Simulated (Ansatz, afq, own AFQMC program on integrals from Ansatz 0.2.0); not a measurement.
# B2H2, triplet → B2H2⁺, doublet

```xyz
4

B     0.0000    0.0000    0.6756
B     0.0000    0.0000   -0.9095
H     0.0000    1.0479    1.2540
H     0.0000   -1.0479    1.2540
```

Connectivity, by distances: BH2–B.

E(doublet, charge +1) − E(triplet, charge +0) at this geometry, on UHF and UHF determinants.

Basis cc-pVTZ. Noble-gas cores (and the filled d shells of Ga–Kr and In–Xe) are frozen. AFQMC by an in-house program on the Cholesky factors that Ansatz 0.2.0 writes for its CCSD(T) run. The CISD trial takes its coefficients from CCSD amplitudes. Released means that phaseless walkers are propagated on without the constraint, phases kept. Uncertainties: one standard error, sampling alone. The errors of all members are added in quadrature.

No full CI on the walks' own integrals is used here; CCSDT(Q) serves as the reference and is uncertain by about the last step of the cluster series. Each member takes its own surest rung, up to full CI.

Errors are counted within cc-pVTZ, not against nature.

Cautions: B₂H₂ (triplet): lower spins were not checked, the ph-AFQMC/HF walk drifts between its halves (2.4 errors).

```tsv
level	vertical ionization energy (kcal/mol)
HF	196.8
CCSD	211.2
```

(1) From these cheaper values, estimate the vertical ionization energy at the reference level in cc-pVTZ.

(1) 213.0 kcal/mol (CCSDT(Q) in cc-pVTZ).

```csv
level,vertical ionization energy (kcal/mol),error against CCSDT(Q) (kcal/mol)
MP2,210.8,-2.2
CCSD(T),212.6,-0.4
CCSDT,212.9,-0.1
ph-AFQMC/CISD,212.9 ± 0.1,-0.1 ± 0.1
released AFQMC,213.1 ± 0.2,0.1 ± 0.2
```

Correlation beyond CCSD(T) adds 0.4 kcal/mol. The perturbative (T) step is worth +1.4 kcal/mol.

A walk keeps the symmetry of its determinant, which the program's search chose and which needn't be the lowest solution, so a lower state of the same spin and another symmetry isn't excluded. Released energies are given only where the last usable release times agree within the noise; a slower fall can still hide under it.
